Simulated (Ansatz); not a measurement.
**CH6OSi: up Jacob's ladder to CCSD(T)**

An exercise on one series of results from a longer session: the logs are not shown, and one member is left open.

The runs use Ansatz 0.2.0, Gaussian basis; functionals in def2-TZVPP, the program's frozen cores in correlated methods.

The runs, in order: LDA (SPW92), PBE-D4, revPBE-D4, BLYP-D4, r2SCAN-D4, B97M-V, PBE0-D4, B3LYP-D4, r2SCANh-D4, r2SCAN0-D4, HSE06-D4, BHLYP-D4, CAM-B3LYP-D4, LC-ωPBE, ωB97X-V, ωB97M-V, B2PLYP, PBE-QIDH; CCSD(T)/def2-SVP; CCSD(T)/def2-TZVPP; CCSD(T)/def2-QZVPP; extrapolation to the limit; RPA on PBE.

## The relaxed structure

The geometry comes from an earlier relaxation with PBE0-D4 in a triple-zeta def2 set; it is a stationary point, not always the lowest conformer.

9 atoms, charge 0, spin multiplicity 1.

Atoms are counted from 1 here; the program's logs count them from 0.

Bond lengths: C1–Si2 1.863 Å, C1–H4 1.094 Å, C1–H5 1.093 Å, C1–H6 1.093 Å, Si2–O3 1.652 Å, Si2–H7 1.483 Å, Si2–H8 1.492 Å, O3–H9 0.957 Å. Angles: Si2–C1–H4 110.2°, Si2–C1–H5 111.0°, Si2–C1–H6 111.5°, H4–C1–H5 108.1°, H4–C1–H6 107.7°, H5–C1–H6 108.2°, C1–Si2–O3 112.6°, C1–Si2–H7 110.6°, C1–Si2–H8 108.9°, O3–Si2–H7 105.0°, O3–Si2–H8 110.4°, H7–Si2–H8 109.3°, Si2–O3–H9 117.7°.

The first run:

in.yaml

```yaml
crystal:
  periodic: [false, false, false]
  atoms:
    - {symbol: C, position_ang: [-0.777072, 0.630772, -0.595646]}
    - {symbol: Si, position_ang: [0.498592, -0.589117, 0.000995]}
    - {symbol: O, position_ang: [1.307912, -0.058334, 1.339181]}
    - {symbol: H, position_ang: [-1.256097, 0.261532, -1.507174]}
    - {symbol: H, position_ang: [-0.319027, 1.597062, -0.819373]}
    - {symbol: H, position_ang: [-1.560318, 0.788008, 0.150654]}
    - {symbol: H, position_ang: [1.548964, -0.790523, -1.027000]}
    - {symbol: H, position_ang: [-0.173135, -1.891619, 0.281620]}
    - {symbol: H, position_ang: [0.818682, 0.005920, 2.159743]}
basis:
  gaussian: {orbitals: def2-TZVPP}
hamiltonian: {xc: lda}
output: {orbitals: {seedname: orbitals}}
```

The run is started by

```bash
> ansatz run in.yaml --threads 2 --pin off --events-out ev --progress --plain --max-ram 32768MiB --backend cpu
```

Steps of the session up to this table: LDA; PBE-D4 (GGA); revPBE-D4 (GGA); BLYP-D4 (GGA); r2SCAN-D4 (meta-GGA); B97M-V (meta-GGA); B3LYP-D4 (hybrid); r2SCANh-D4 (hybrid); r2SCAN0-D4 (hybrid); HSE06-D4 (hybrid); BHLYP-D4 (hybrid); CAM-B3LYP-D4 (range-separated); LC-ωPBE (range-separated); ωB97X-V (range-separated); ωB97M-V (range-separated); B2PLYP (double hybrid); PBE-QIDH (double hybrid).

One of the session's tables, all rows but one given; the rest of the session is left out.

It belongs to the step «Orbital energies across the functionals». 

| functional | HOMO (eV) | LUMO (eV) | gap (eV) |
| --- | --- | --- | --- |
| LDA (SPW92) | -7.06 | -0.59 | 6.46 |
| PBE-D4 | -6.94 | -0.40 | 6.55 |
| revPBE-D4 | -6.89 | -0.30 | 6.59 |
| BLYP-D4 | -6.86 | -0.37 | 6.49 |
| r2SCAN-D4 | -7.29 | 0.18 | 7.47 |
| B97M-V | -7.41 | -0.16 | 7.24 |
| PBE0-D4 | -8.42 | 0.48 | 8.90 |
| B3LYP-D4 | -8.21 | 0.16 | 8.37 |
| r2SCANh-D4 | -7.84 | 0.45 | 8.29 |
| r2SCAN0-D4 | -8.65 | 0.85 | 9.50 |
| HSE06-D4 | ? | ? | ? |
| BHLYP-D4 | -9.82 | 1.20 | 11.01 |
| CAM-B3LYP-D4 | -9.86 | 1.32 | 11.18 |
| LC-ωPBE | -11.21 | 2.62 | 13.82 |
| ωB97X-V | -10.87 | 2.43 | 13.30 |
| ωB97M-V | -10.73 | 2.02 | 12.75 |

Q: Estimate the row for HSE06-D4 from the others.

**Answer.** HOMO (eV): -8.01; LUMO (eV): 0.11; gap (eV): 8.12. In the column «HOMO (eV)» it lies between B3LYP-D4 (-8.21) and r2SCANh-D4 (-7.84).
